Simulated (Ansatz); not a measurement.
Results of LDA in Ansatz (plane waves, PAW) for 2H MoS2.

Numerical settings: plane-wave cutoff 520 eV, 12×12×4 k mesh (along the axes of the cell as run), perturbation theory, no spin polarisation, scalar-relativistic PAW data made under PBE.

Cell (measured lattice):

```
MoS2
1.0
    3.16000     0.00000     0.00000
   -1.58000     2.73664     0.00000
    0.00000     0.00000    12.29400
Mo S
2 4
Direct
  0.66667   0.33333   0.75000
  0.33333   0.66667   0.25000
  0.66667   0.33333   0.12452
  0.33333   0.66667   0.62452
  0.33333   0.66667   0.87548
  0.66667   0.33333   0.37548
```

Task: What does this level give for the electronic dielectric constant ε∞ (mean over three axes) and dielectric constant ε0 (ions relaxed) (mean over three axes)?

Result: 
electronic dielectric constant ε∞ (mean over three axes): 12.4
dielectric constant ε0 (ions relaxed) (mean over three axes): 12.6

Measured, for comparison: high-frequency dielectric constant 12.2 (temperature not stated, no zero-point or thermal correction, mean of the two values across and the one along c; as tabulated in Pike et al. (2018), arXiv:1804.02196); static dielectric constant 12.7 (temperature not stated, no zero-point or thermal correction, polycrystalline average of the tensor's eigenvalues; as tabulated in Petousis et al. (2017), doi:10.1038/sdata.2016.134). Computed (rounded) less measured: high-frequency dielectric constant +2 %, static dielectric constant -0.8 %.

Note: the cell isn't this level's own, so it is under some stress, which shifts stiffness and frequencies.

Ansatz is an electronic-structure program.
